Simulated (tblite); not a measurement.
# AlF6H3: the cost of one run

Computed with tblite 0.8.0 and PySCF 2.14.0; each step states its level. No surroundings beyond the atoms listed, unless a continuum is named. Atoms count from 0, parts from 1.

## (1) The system as given

10 atoms, charge 0, multiplicity 1; geometry: rigid parts in contact. Parts: 1 = atoms 0–3, `[F][Al]([F])[F]`, charge 0; 2 = atoms 4–5, `F`, charge 0; 3 = atoms 6–7, `F`, charge 0; 4 = atoms 8–9, `F`, charge 0.

## (2) Search for minima with GFN2-xTB

Job settings and geometry (Å):

```
{"job": {"kind": "dock", "xc": "GFN2-xTB", "basis": "xTB"}, "charge": 0, "multiplicity": 1, "parts": [{"atoms": "0-3", "charge": 0, "multiplicity": 1}, {"atoms": "4-5", "charge": 0, "multiplicity": 1}, {"atoms": "6-7", "charge": 0, "multiplicity": 1}, {"atoms": "8-9", "charge": 0, "multiplicity": 1}]}
F     -0.308869    -1.613735    -0.613602
Al     0.121642    -0.110481    -0.064129
F     -0.869747     1.192823     0.056087
F      1.672368    -0.137670     0.562501
F      0.815360     0.393989    -1.778626
H      1.566518     0.226890    -2.344886
F      2.953104     0.076893    -3.217914
H      3.847798     0.041521    -3.487407
F     -0.532199    -0.673392     1.810959
H      0.070178    -1.324022     2.129864
```

With the program's defaults for keys left out, this is: GFN2-xTB search for minima from random contacts, gas phase.

Command:

```sh
> OMP_NUM_THREADS=1 python cluster_run.py task.json out
```

This one command runs all jobs of the session in turn.

Q: Estimate the wall time of this first job on 1 thread of Intel Xeon 6975P-C, shared host.

About 13 s.
